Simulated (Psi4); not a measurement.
Psi4 input (B3LYP/cc-pVTZ):

```
memory 8100 MB

molecule {
0 1
H    -0.00000000   -0.00000000   -0.37201156
H     0.00000000    0.00000000    0.37201156
}

set {
  basis cc-pvtz
  scf_type direct
  df_scf_guess false
  ints_tolerance 1e-14
}

energy('b3lyp')
print_variables()
```

Output:

```
-----------------------------------------------------------------------
          Psi4: An Open-Source Ab Initio Electronic Structure Package
                               Psi4 1.11 release

    D. G. A. Smith, L. A. Burns, A. C. Simmonett, R. M. Parrish,
    M. C. Schieber, R. Galvelis, P. Kraus, H. Kruse, R. Di Remigio,
    A. Alenaizan, A. M. James, S. Lehtola, J. P. Misiewicz, M. Scheurer,
    R. A. Shaw, J. B. Schriber, Y. Xie, Z. L. Glick, D. A. Sirianni,
    J. S. O'Brien, J. M. Waldrop, A. Kumar, E. G. Hohenstein,
    B. P. Pritchard, B. R. Brooks, H. F. Schaefer III, A. Yu. Sokolov,
    K. Patkowski, A. E. DePrince III, U. Bozkaya, R. A. King,
    F. A. Evangelista, J. M. Turney, T. D. Crawford, C. D. Sherrill,
    J. Chem. Phys. 152(18) 184108 (2020). https://doi.org/10.1063/5.0006002

                            Additional Code Authors
    E. T. Seidl, C. L. Janssen, E. F. Valeev, M. L. Leininger,
    J. F. Gonthier, R. M. Richard, H. R. McAlexander, M. Saitow, X. Wang,
    P. Verma, M. H. Lechner, A. Jiang, S. Behnle, A. G. Heide,
    M. F. Herbst, D. L. Poole, T. Győri, E. C. Mitchell, J. P. Pederson,
    and A. M. Wallace

             Previous Authors, Complete List of Code Contributors,
                       and Citations for Specific Modules
    https://github.com/psi4/psi4/blob/master/codemeta.json
    https://github.com/psi4/psi4/graphs/contributors
    https://psicode.org/psi4manual/master/introduction.html#citing-psifour

    -----------------------------------------------------------------------

    Threads:    4
    Addons:     a̶d̶c̶c̶, a̶m̶b̶i̶t̶, b̶s̶e̶, c̶c̶t̶3̶, c̶f̶o̶u̶r̶, c̶h̶e̶m̶p̶s̶2̶, c̶p̶p̶e̶, d̶d̶x̶,
                d̶f̶t̶d̶3̶, d̶f̶t̶d̶4̶, dkh, ecpint, einsums, f̶o̶r̶t̶e̶, gauxc, g̶c̶p̶,
                g̶d̶m̶a̶, g̶e̶o̶m̶e̶t̶r̶i̶c̶, g̶p̶u̶_̶d̶f̶c̶c̶, i̶n̶t̶e̶g̶r̶a̶t̶o̶r̶x̶x̶,
                i̶p̶i̶, l̶i̶b̶e̶f̶p̶, m̶d̶i̶, m̶p̶2̶d̶, m̶r̶c̶c̶, ooo,
                o̶p̶e̶n̶f̶e̶r̶m̶i̶o̶n̶p̶s̶i̶4̶, pcmsolver, p̶s̶i̶4̶f̶o̶c̶k̶c̶i̶, p̶s̶i̶x̶a̶s̶,
                p̶y̶e̶i̶n̶s̶u̶m̶s̶, r̶e̶s̶p̶, s̶i̶m̶i̶n̶t̶, s̶n̶s̶m̶p̶2̶,
                v̶2̶r̶d̶m̶_̶c̶a̶s̶s̶c̶f̶

  ==> Input File <==

--------------------------------------------------------------------------
memory 8100 MB

molecule {
0 1
H    -0.00000000   -0.00000000   -0.37201156
H     0.00000000    0.00000000    0.37201156
}

set {
  basis cc-pvtz
  scf_type direct
  df_scf_guess false
  ints_tolerance 1e-14
}

energy('b3lyp')
print_variables()
--------------------------------------------------------------------------

   => Libint2 <=

    Primary   basis highest AM E, G, H:  7, 6, 3
    Auxiliary basis highest AM E, G, H:  7, 7, 4
    Onebody   basis highest AM E, G, H:  -, -, -
    Solid Harmonics ordering:            Gaussian

   => Loading Basis Set <=

    Name: CC-PVTZ
    Role: ORBITAL
    Keyword: BASIS
    atoms 1-2 entry H          line    23 file cc-pvtz.gbs

         ---------------------------------------------------------
                                   SCF
               by Justin Turney, Rob Parrish, Andy Simmonett
                          and Daniel G. A. Smith
                              RKS Reference
                        4 Threads,   7724 MiB Core
         ---------------------------------------------------------

  ==> Geometry <==

    Molecular point group: d2h
    Full point group: D_inf_h

    Geometry (in Angstrom), charge = 0, multiplicity = 1:

       Center              X                  Y                   Z               Mass
    ------------   -----------------  -----------------  -----------------  -----------------
         H            0.000000000000     0.000000000000    -0.372011560000     1.007825032230
         H            0.000000000000     0.000000000000     0.372011560000     1.007825032230

  Running in d2h symmetry.

  Rotational constants: A = ************  B =     60.43221  C =     60.43221 [cm^-1]
  Rotational constants: A = ************  B = 1811712.12794  C = 1811712.12794 [MHz]
  Nuclear repulsion =    0.711237589861455

  Charge       = 0
  Multiplicity = 1
  Electrons    = 2
  Nalpha       = 1
  Nbeta        = 1

  ==> Algorithm <==

  SCF Algorithm Type is DIRECT.
  DIIS enabled.
  MOM disabled.
  Fractional occupation disabled.
  Guess Type is SAD.
  Energy threshold   = 1.00e-06
  Density threshold  = 1.00e-06
  Integral threshold = 1.00e-14

  ==> Primary Basis <==

  Basis Set: CC-PVTZ
    Blend: CC-PVTZ
    Number of shells: 12
    Number of basis functions: 28
    Number of Cartesian functions: 30
    Spherical Harmonics?: true
    Max angular momentum: 2

  ==> DFT Potential <==

   => LibXC <=

    Version 7.1.2
    S. Lehtola, C. Steigemann, M. J. T. Oliveira, and M. A. L. Marques,  SoftwareX 7, 1–5 (2018) (10.1016/j.softx.2017.11.002)

   => Composite Functional: B3LYP <=

    B3LYP Hyb-GGA Exchange-Correlation Functional

    P. J. Stephens, F. J. Devlin, C. F. Chabalowski, and M. J. Frisch,  J. Phys. Chem. 98, 11623 (1994) (10.1021/j100096a001)

    Deriv               =              1
    GGA                 =           TRUE
    Meta                =          FALSE

    Exchange Hybrid     =           TRUE
    MP2 Hybrid          =          FALSE

   => Exchange Functionals <=

    0.0800   Slater exchange
    0.7200         Becke 88

   => Exact (HF) Exchange <=

    0.2000               HF

   => Correlation Functionals <=

    0.1900   Vosko, Wilk & Nusair (VWN5_RPA)
    0.8100   Lee, Yang & Parr

   => LibXC Density Thresholds  <==

    XC_HYB_GGA_XC_B3LYP:  1.00E-15

   => Molecular Quadrature <=

    Radial Scheme          =       TREUTLER
    Pruning Scheme         =           NONE
    Nuclear Scheme         =       TREUTLER

    Blocking Scheme        =         OCTREE
    BS radius alpha        =              1
    Pruning alpha          =              1
    Radial Points          =             75
    Spherical Points       =            302
    Total Points           =          44640
    Total Blocks           =            392
    Max Points             =            256
    Max Functions          =             28
    Weights Tolerance      =       1.00E-15

  ==> Integral Setup <==

  ==> DirectJK: Integral-Direct J/K Matrices <==

    J tasked:                  Yes
    K tasked:                  Yes
    wK tasked:                  No
    Integrals threads:           4
    Screening Type:           CSAM
    Screening Cutoff:        1E-14
    Incremental Fock:           No

  Cached 100.0% of DFT collocation blocks in 0.037 [GiB].

  Minimum eigenvalue in the overlap matrix is 3.7522840094E-03.
  Reciprocal condition number of the overlap matrix is 1.0551308829E-03.
    Using symmetric orthogonalization.

  ==> Pre-Iterations <==

  SCF Guess: Superposition of Atomic Densities via on-the-fly atomic UHF (no occupation information).

   -------------------------
    Irrep   Nso     Nmo
   -------------------------
     Ag         7       7
     B1g        1       1
     B2g        3       3
     B3g        3       3
     Au         1       1
     B1u        7       7
     B2u        3       3
     B3u        3       3
   -------------------------
    Total      28      28
   -------------------------

  ==> Iterations <==

                        Total Energy        Delta E     RMS |[F,P]|

   @RKS iter SAD:    -0.93843104001159   -9.38431e-01   0.00000e+00
   @RKS iter   1:    -1.17391334790028   -2.35482e-01   7.86822e-03 ADIIS/DIIS
   @RKS iter   2:    -1.17969553760893   -5.78219e-03   1.70878e-03 ADIIS/DIIS
   @RKS iter   3:    -1.17999792096901   -3.02383e-04   1.99354e-05 DIIS
   @RKS iter   4:    -1.17999796113073   -4.01617e-08   3.45668e-07 DIIS
  Energy and wave function converged.

  ==> Post-Iterations <==

   Electrons on quadrature grid:
      Ntotal   =    1.9999999977 ; deviation = -2.313e-09

    Orbital Energies [Eh]
    ---------------------

    Doubly Occupied:

       1Ag    -0.433852

    Virtual:

       1B1u    0.057888     2Ag     0.195826     2B1u    0.470161
       1B3u    0.511502     1B2u    0.511502     3Ag     0.910636
       1B3g    0.936993     1B2g    0.936993     3B1u    1.366835
       4B1u    2.035685     4Ag     2.094033     5Ag     2.882523
       1B1g    2.882523     2B3u    3.079224     2B2u    3.079224
       6Ag     3.355866     2B3g    3.601709     2B2g    3.601709
       5B1u    3.792029     1Au     3.792029     3B3u    3.806601
       3B2u    3.806601     6B1u    4.342083     3B2g    5.382369
       3B3g    5.382369     7Ag     5.443638     7B1u    6.516964

    Final Occupation by Irrep:
             Ag   B1g   B2g   B3g    Au   B1u   B2u   B3u
    DOCC [     1,    0,    0,    0,    0,    0,    0,    0 ]
    NA   [     1,    0,    0,    0,    0,    0,    0,    0 ]
    NB   [     1,    0,    0,    0,    0,    0,    0,    0 ]

  @RKS Final Energy:    -1.17999796113073

   => Energetics <=

    Nuclear Repulsion Energy =              0.7112375898614546
    One-Electron Energy =                  -2.5000241995903920
    Two-Electron Energy =                   1.1818822239271751
    DFT Exchange-Correlation Energy =      -0.5730935753289687
    Empirical Dispersion Energy =           0.0000000000000000
    VV10 Nonlocal Energy =                  0.0000000000000000
    Total Energy =                         -1.1799979611307312

Computation Completed

Properties will be evaluated at   0.000000,   0.000000,   0.000000 [a0]

Properties computed using the SCF density matrix

 Multipole Moments:

 ------------------------------------------------------------------------------------
     Multipole            Electronic (a.u.)      Nuclear  (a.u.)        Total (a.u.)
 ------------------------------------------------------------------------------------

 L = 1.  Multiply by 2.5417464519 to convert [e a0] to [Debye]
 Dipole X            :          0.0000000            0.0000000            0.0000000
 Dipole Y            :          0.0000000            0.0000000            0.0000000
 Dipole Z            :          0.0000000            0.0000000            0.0000000
 Magnitude           :                                                    0.0000000

 ------------------------------------------------------------------------------------

  Variable Map:
  ----------------------------------------------------------------------------
  "CURRENT ENERGY"              =>      -1.179997961131
  "CURRENT REFERENCE ENERGY"    =>      -1.179997961131
  "DD SOLVATION ENERGY"         =>       0.000000000000
  "DFT FUNCTIONAL TOTAL ENERGY" =>      -1.179997961131
  "DFT TOTAL ENERGY"            =>      -1.179997961131
  "DFT VV10 ENERGY"             =>       0.000000000000
  "DFT XC ENERGY"               =>      -0.573093575329
  "GRID ELECTRONS ALPHA"        =>       0.999999998844
  "GRID ELECTRONS BETA"         =>       0.999999998844
  "GRID ELECTRONS TOTAL"        =>       1.999999997687
  "NUCLEAR REPULSION ENERGY"    =>       0.711237589861
  "ONE-ELECTRON ENERGY"         =>      -2.500024199590
  "PCM POLARIZATION ENERGY"     =>       0.000000000000
  "PE ENERGY"                   =>       0.000000000000
  "SCF ITERATION ENERGY"        =>      -1.179997961131
  "SCF ITERATIONS"              =>       4.000000000000
  "SCF TOTAL ENERGY"            =>      -1.179997961131
  "TWO-ELECTRON ENERGY"         =>       1.181882223927
  "XC GRID RADIAL POINTS"       =>      75.000000000000
  "XC GRID SPHERICAL POINTS"    =>     302.000000000000
  "XC GRID TOTAL POINTS"        =>   44640.000000000000

  Array Variable Map:
  ----------------------------------------------------------------------------
  "CURRENT DIPOLE"              =>       0.000000000000 ... 0.000000000000 1 by 3
  "SCF DIPOLE"                  =>       0.000000000000 ... 0.000000000000 1 by 3
  "SCF TOTAL ENERGIES"          =>      -0.938431040012 ... -1.179997961131 1 by 5

*** Psi4 exiting successfully. Buy a developer a beer!
```
